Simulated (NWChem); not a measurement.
# BH (SMILES [BH]) at B2PLYP/def2-TZVPPD

What is the vertical singlet–triplet gap of BH at B2PLYP/def2-TZVPPD? 

The results are computed with NWChem 7.3.0.

2 further runs of the same task are left out: 2 set aside as unsound or not needed.

## (1) The molecule

BH has 2 atoms, charge 0, and is taken as a singlet. As SMILES, `[BH]`. The bond length is the measured one.

Bond lengths: B1–H2 1.232 Å.

## (2) A single-point energy at B2PLYP/def2-TZVPPD

Input file sp.nw:

```
START sp
TITLE "BH energy"
memory 2200 mb
GEOMETRY units angstrom noautosym nocenter noautoz
   B      0.000000     0.000000     0.000000
   H      0.000000     0.000000     1.232400
END
BASIS "ao basis" spherical bse
   * library def2-TZVPPD
END
DFT
   xc hfexch 0.53 becke88 0.47 lyp 0.73 mp2 0.27
   dftmp2 semidirect
   grid xfine
   convergence energy 1e-08
   iterations 100
   mulliken
   noprint "final vectors analysis"
END
MP2
   freeze core 1
END
TASK dft
```

On the command line:

```sh
nwchem sp.nw > sp.out
```

Output:

```text
[...]
          Wavefunction type:  closed shell.
          No. of atoms     :     2
          No. of electrons :     6
[...]
          Charge           :     0
          Spin multiplicity:     1
[...]
          AO basis - number of functions:    54
[...]
              XC Information
              --------------
                     Hartree-Fock (Exact) Exchange  0.530
                    Becke 1988 Exchange Functional  0.470
              Lee-Yang-Parr Correlation Functional  0.730
[...]
 d= 0,ls=0.0,diis     1    -25.2261334460 -2.74D+01  4.41D-03  6.53D-02     0.8
[...]
 d= 0,ls=0.0,diis     7    -25.2411186494 -5.85D-10  1.63D-07  9.10D-12     4.0
         Total DFT energy =      -25.241118649372
      One electron energy =      -37.226672224660
           Coulomb energy =       14.080445082341
    Exchange-Corr. energy =       -4.241829388422
 Nuclear repulsion energy =        2.146937881368
[...]
      Total Density - Mulliken Population Analysis
     ---------------------------------------------
    Atom       Charge   Shell Charges
 -----------   ------   -------------------------------------------------------
    1 B    5     5.01   0.92  1.05  0.70  0.86  0.25  0.00  0.51  0.51  0.16  0.01  0.03  0.00  0.00
    2 H    1     0.99   0.26  0.50  0.20  0.00  0.01  0.01  0.00
[...]
  Basis functions       =     54
[...]
```

Run time: 5.1 s. Hardware: 1 thread of Intel Xeon Platinum 8259CL at 2.50GHz (Skylake/Cascade Lake), shared host; peak memory 0.12 GiB.

## (3) The triplet at the same level

Input file bh.nw:

```
start bh
title "borane(1)"
memory 2200 mb

geometry noautosym nocenter noautoz
  B        0.000000       0.000000       0.000000
  H        0.000000       0.000000       1.232400
end

basis spherical bse
  * library def2-TZVPPD
end

dft
  xc hfexch 0.53 becke88 0.47 lyp 0.73 mp2 0.27
  dftmp2 semidirect
  mult 3
  grid xfine
  convergence energy 1e-08
  maxiter 100
  mulliken
end

mp2
  freeze core 1
end

task dft energy
```

On the command line:

```sh
nwchem bh.nw > bh.out
```

Output:

```text
[...]
          Wavefunction type:  spin polarized.
          No. of atoms     :     2
          No. of electrons :     6
[...]
          Charge           :     0
          Spin multiplicity:     3
[...]
          AO basis - number of functions:    54
[...]
              XC Information
              --------------
                     Hartree-Fock (Exact) Exchange  0.530
                    Becke 1988 Exchange Functional  0.470
              Lee-Yang-Parr Correlation Functional  0.730
[...]
 d= 0,ls=0.0,diis     1    -25.1576340998 -2.73D+01  5.96D-03  4.16D-02     1.5
[...]
 d= 0,ls=0.0,diis     9    -25.2064488222 -8.21D-09  2.53D-07  1.12D-10    11.5
[...]
         Total DFT energy =      -25.206448822194
      One electron energy =      -37.213775148605
           Coulomb energy =       14.133345964519
    Exchange-Corr. energy =       -4.272957519476
 Nuclear repulsion energy =        2.146937881368
[...]
      Total Density - Mulliken Population Analysis
     ---------------------------------------------
    Atom       Charge   Shell Charges
 -----------   ------   -------------------------------------------------------
    1 B    5     5.04   0.92  1.06  0.56  0.66  0.11  0.00  0.72  0.76  0.24  0.01  0.01  0.00  0.00
    2 H    1     0.96   0.24  0.48  0.21  0.00  0.02  0.01  0.00
[...]
      <S2> =      2.0021 (Exact =     2.0000)
[...]
  Basis functions       =     54
[...]
```

Wall time 13 s (1 thread of Intel Xeon Platinum 8259CL at 2.50GHz (Skylake/Cascade Lake), shared host); peak memory 0.12 GiB.

## (4) Summary of results

Level: B2PLYP/def2-TZVPPD, 1 core orbital frozen.

| quantity | value |
| --- | --- |
| singlet: total energy | -25.26621 Eh |
| singlet: dipole moment (SCF part) | 1.64 D |
| triplet: total energy | -25.22360 Eh |
| triplet: dipole moment (SCF part) | 0.16 D |
| triplet: HOMO energy (SCF part's orbitals) (highest over α and β) | -6.62 eV |
| triplet: LUMO energy (SCF part's orbitals) (lowest over α and β) | -1.66 eV |
| triplet: ⟨S²⟩ | 2.002 |
| vertical energy of the triplet above the singlet | 1.159 eV |

What this shows: At this shape the triplet lies 1.16 eV (112 kJ/mol) above the singlet.
